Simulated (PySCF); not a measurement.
**UHF/STO-3G run of AlO (oxoaluminum)**

Aim: the vertical ionisation energy of AlO (oxoaluminum) at UHF/STO-3G, from 2 runs. 

The calculation is run with PySCF 2.14.0.

2 further runs of the same task are left out: 2 set aside as unsound or not needed.

## Step 1: The molecule

AlO: 2 atoms, total charge 0, spin state doublet. As SMILES, `[O]=[Al]`. The shape is that of a PBE0-D4/def2-TZVP optimisation.

Bond lengths: O1–Al2 1.620 Å.

## Step 2: The energy at UHF/STO-3G

Input file calc.py:

```python
from pyscf import gto, scf

mol = gto.M(
    atom=[
    ('O', (0.000000, -0.000000, -0.024920)),
    ('Al', (-0.000000, 0.000000, 1.594970)),
],
    verbose=3,
    spin=1,
    charge=0,
    basis='sto-3g',
    max_memory=1860,
)

mf = scf.UHF(mol)
mf.conv_tol = 1e-10
mf.kernel()
if not mf.converged:
    mf = mf.newton().run(mf.mo_coeff, mf.mo_occ)

energy = mf.e_tot
print(f'total energy: {energy:.8f} hartree')
```

The run is started by

```console
OMP_NUM_THREADS=1 python calc.py
```

Standard output:

```text
converged SCF energy = -312.772545391287  <S^2> = 0.77299315  2S+1 = 2.0228625
total energy: -312.77254539 hartree
```

Wall time 0.46 s (1 thread of Arm Neoverse V2, shared host); peak memory 0.099 GiB.

## Step 3: The singlet cation, same level

Input file job.py:

```python
from pyscf import gto

mol = gto.M(
    atom='O 0.000000 -0.000000 -0.024920; Al -0.000000 0.000000 1.594970',
    basis='sto-3g',
    verbose=3,
    charge=1,
    max_memory=1860,
)

mf = mol.RHF()
mf.conv_tol = 1e-10
mf.kernel()
if not mf.converged:
    mf = mf.newton().run(mf.mo_coeff, mf.mo_occ)

energy = mf.e_tot
print('E(%s) = %.9f' % ('HF', energy))
```

The run is started by

```console
OMP_NUM_THREADS=1 python job.py
```

Standard output:

```text
converged SCF energy = -312.545849525301
E(HF) = -312.545849525
```

Wall time 0.54 s (1 thread of Arm Neoverse V2, shared host); peak memory 0.12 GiB.

## Step 4: Outcome

Level: UHF/STO-3G.

| quantity | value |
| --- | --- |
| doublet AlO: total energy | -312.77255 Eh |
| doublet AlO: dipole moment | 2.06 D |
| doublet AlO: HOMO energy (highest over α and β) | -5.52 eV |
| doublet AlO: LUMO energy (lowest over α and β) | 8.49 eV |
| doublet AlO: ⟨S²⟩ | 0.773 |
| singlet cation: total energy | -312.54585 Eh |
| singlet cation: HOMO energy | -16.82 eV |
| singlet cation: LUMO energy | -5.07 eV |
| singlet cation: HOMO–LUMO gap | 11.75 eV |
| vertical ionisation energy (to the singlet cation) | 6.169 eV |

In words: The vertical ionisation energy comes to 6.17 eV (595 kJ/mol). Only the singlet of the ionised species was computed; a triplet could lie lower. In a minimal basis such a difference can be off by several eV, whatever the method.
